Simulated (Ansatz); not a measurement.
Saddle point of BN$_{2}$H$_{9}$, closed shell (BH₃ + NH₃ + NH₃ → BNH₄ ([BH2][NH2]) + NH₃ + H₂; bonds formed: H2–H7, H5–N8; dative contacts that become bonds: B1–N6; bonds broken: B1–H2, H5–N6, H7–N8), PBE0-D4/def2-TZVP structure:

| atom | x (Å) | y (Å) | z (Å) |
| --- | --- | --- | --- |
| B1 | -1.1018 | -0.1199 | -0.6405 |
| H2 | 0.0270 | -0.5005 | -1.2832 |
| H3 | -1.8039 | -0.9528 | -1.1712 |
| H4 | -1.2659 | 1.0115 | -1.0419 |
| H5 | 0.9380 | 0.1839 | 0.8939 |
| N6 | -0.9352 | -0.1988 | 0.8671 |
| H7 | 0.7411 | -0.1108 | -0.7533 |
| N8 | 1.6633 | 0.2881 | 0.1558 |
| H9 | -1.2583 | -1.0676 | 1.2701 |
| H10 | -1.4239 | 0.5479 | 1.3407 |
| H11 | 1.9681 | 1.2467 | 0.0646 |
| H12 | 2.4514 | -0.3275 | 0.2979 |

Energies are electronic, without zero-point energy. Barriers and step energies count from the start structure reached by relaxing down the imaginary mode; all methods use the PBE0-D4 structures, on which another method's saddle can fall below an end. Computed with Ansatz 0.2.0 (basis: def2-TZVPP, with def2-QZVPP for the basis limit); correlated methods freeze the cores. B3LYP uses VWN-RPA correlation. Extrapolation: Hartree–Fock as exp(−7.88 √X), correlation as X^−2.97.

```json
{"method": "SPW92", "barrier (eV)": "0.959", "step energy (eV)": "0.633"}
{"method": "PBE-D4", "barrier (eV)": "1.168", "step energy (eV)": "0.275"}
{"method": "BLYP-D4", "barrier (eV)": "1.252", "step energy (eV)": "0.050"}
{"method": "r2SCAN-D4", "barrier (eV)": "1.263", "step energy (eV)": "0.259"}
{"method": "B97M-V", "barrier (eV)": "1.422", "step energy (eV)": "0.238"}
{"method": "PBE0-D4", "barrier (eV)": "?", "step energy (eV)": "0.330"}
{"method": "B3LYP-D4", "barrier (eV)": "1.370", "step energy (eV)": "0.121"}
{"method": "r2SCAN0-D4", "barrier (eV)": "1.376", "step energy (eV)": "0.305"}
{"method": "BHLYP-D4", "barrier (eV)": "1.555", "step energy (eV)": "0.166"}
{"method": "CAM-B3LYP-D4", "barrier (eV)": "?", "step energy (eV)": "0.191"}
{"method": "wB97X-V", "barrier (eV)": "1.474", "step energy (eV)": "0.236"}
{"method": "wB97M-V", "barrier (eV)": "1.465", "step energy (eV)": "0.211"}
{"method": "B2PLYP", "barrier (eV)": "1.450", "step energy (eV)": "0.125"}
{"method": "PBE-QIDH", "barrier (eV)": "?", "step energy (eV)": "0.324"}
{"method": "RPA on PBE", "barrier (eV)": "1.536", "step energy (eV)": "0.144"}
{"method": "HF", "barrier (eV)": "1.938", "step energy (eV)": "-0.064"}
{"method": "MP2", "barrier (eV)": "1.480", "step energy (eV)": "0.207"}
{"method": "CCSD", "barrier (eV)": "1.604", "step energy (eV)": "0.196"}
{"method": "CCSD(T)", "barrier (eV)": "1.529", "step energy (eV)": "0.208"}
```

Problem. Fill in the withheld barriers. (Judge from chemistry; the value comes from the calculation.)

Solution. The calculation gives: PBE0-D4 1.320; PBE-QIDH 1.451; CAM-B3LYP-D4 1.427 eV. Each is the energy of the saddle less that of the start structure, by the same method.

For comparison, the barrier by CCSD(T) at an estimated basis limit (MP2 extrapolated from triple and quadruple zeta, plus CCSD(T) − MP2 in triple zeta) is 1.502 eV.

No T1 diagnostic of these runs exceeds 0.012.

The step is the kind of exchange with an N–H group that builds nitride films in atomic layer and chemical vapour deposition.

Labels in which every atom is bracketed show which atoms are joined, not bond orders.

For scale, one of the runs: CCSD(T)/def2-TZVPP, 219 basis functions, launched by `ansatz run in.yaml --threads 4 --pin off --events-out ev --progress --plain --max-ram 9574MiB`. Time: 45 s of wall clock on 4 CPU threads of an Arm Neoverse V1; the host was shared. Peak host memory: 3.5 GiB.
